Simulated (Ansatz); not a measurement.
`CC(C)(C)F` + H–F → `CC(C)(F)F` + CH₄  (substitution at a C–C bond)

Program: Ansatz. Geometries: PBE0-D4/def2-TZVP. ΔE: electronic, gas phase. CCSD(T)/CBS is the MP2 limit (def2-TZVPP, def2-QZVPP) plus CCSD(T) − MP2 in def2-TZVPP, frozen cores. This one scheme is used for every species. DFT in def2-TZVPP.

`CC(C)(C)F`:

Cartesian coordinates in Å:
```
C 0.315 -1.034 -0.971
C 0.283 -0.058 0.186
C 0.354 1.381 -0.282
C -0.897 -0.300 1.103
F 1.441 -0.294 0.947
H 1.208 -0.875 -1.577
H 0.325 -2.061 -0.600
H -0.563 -0.904 -1.607
H 1.247 1.539 -0.889
H 0.392 2.056 0.575
H -0.522 1.632 -0.883
H -1.837 -0.134 0.571
H -0.859 0.377 1.958
H -0.886 -1.327 1.472
```

H–F:

Cartesian coordinates in Å:
```
F -0.001 -0.418 -0.192
H 0.001 0.418 0.192
```

`CC(C)(F)F`:

```xyz
11

C     0.077    0.865    0.971
C     0.089   -0.460    0.258
C    -0.165   -0.413   -1.224
F     1.299   -1.065    0.477
F    -0.844   -1.279    0.837
H     0.271    0.704    2.031
H    -0.896    1.344    0.853
H     0.848    1.518    0.561
H    -1.147    0.017   -1.422
H    -0.130   -1.425   -1.627
H     0.597    0.194   -1.715
```

CH₄:

Z-matrix (Å, degrees):
```
C
H 1 1.090
H 1 1.090 2 109.5
H 1 1.090 2 109.5 3 -120.0
H 1 1.090 2 109.5 3 120.0
```

| level | ΔE (kJ/mol) |
| --- | --- |
| PBE0-D4 | -7.6 |
| SCS-MP2/def2-QZVPP | 3.4 |

(1) What does CCSD(T)/CBS give? (Estimate.)

Largest T1 diagnostic among the species: 0.011.

## Answers

(1) The calculation gave: +4.0 kJ/mol. The listed levels differ from it by -11.6, -0.6 kJ/mol.

The D4 term adds +8.3 kJ/mol with B3LYP and +4.6 kJ/mol with PBE0; it sums over pairs of atoms, weighted by their polarisabilities, and B3LYP, whose exchange is more repulsive, gets the larger term. From r2SCAN to r2SCAN0 (25 % exact exchange), in def2-TZVPP and without D4, ΔE moves by +4.4 kJ/mol.

B3LYP here is the variant with VWN-RPA as its local correlation; programs differ in this.
